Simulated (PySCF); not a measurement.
## Structure from 2D NMR

Compound of formula C3H3F3. Correlations simulated from computed shifts and couplings:

HSQC (one-bond C–H):
| δH | δC | 1J(C,H) (Hz) |
| --- | --- | --- |
| 6.77 | 142.8 | 211 |
| 5.38 | 81.0 | 158 |

COSY cross peaks (|J| ≥ 2 Hz):
| δH | δH | abs. J (Hz) | bonds |
| --- | --- | --- | --- |
| 6.77 | 5.38 | 3.0 | 4 |

HMBC (two and three bonds, |J| ≥ 2.5 Hz):
| δH | δC [abs. J in Hz] |
| --- | --- |
| 6.77 | 152.8 [24.2] |
| 5.38 | 152.8 [7.2], 142.8 [4.8] |

Carbons without hydrogens: δ 152.8.

How the numbers were obtained: spin–spin couplings from B3LYP/pcJ-1, geometry from GFN2-xTB, shielding tensors at PBE0/pcSseg-1 (GIAO), in PySCF 2.14 (single conformer, non-relativistic Hamiltonian, no solvent model, fast rotation and ring inversion assumed for equivalent nuclei).

Scale: 1H, 13C against TMS (reference shieldings calculated alike).

Exchangeable hydrogens are left out of these lists, and C,H couplings along chains are those of one rotamer, so weak HMBC peaks may be missing or extra.

Q: Assemble the structure.

A: SMILES FC/C(=C/F)F.

Numbering as in the mapped SMILES `[F:1]/[CH:2]=[C:3](\[F:4])[CH2:5][F:6]`. Each H is labelled by its parent atom.

- δC 152.8 is C3, a fully substituted alkene carbon.
- δC 142.8 is C2, an alkene CH (δH 6.77).
- δC 81.0 is C5, an allylic sp3 CH2 bonded to F (δH 5.38).
- HMBC from δH 6.77 reaches the proton-free carbon C3.
- HMBC from δH 5.38 reaches the proton-free carbon C3.
- COSY links 6.77–5.38.

The shifts were computed for this structure.

Common functionals overestimate the size of one-bond C–F couplings by tens of Hz; these are unscaled. Shifts are as computed. Against solution values, carbons near 30 ppm lie about +3 ppm off and those near 130 ppm about +5 ppm. Of 1211 compounds with measured shifts, 218 miss one by over three times the rms of a fit or turn the order of signals round; such compounds aren't used in these exercises. Vicinal couplings across rotatable single bonds and in flexible rings belong to the one computed conformer; a conformer average would change them.
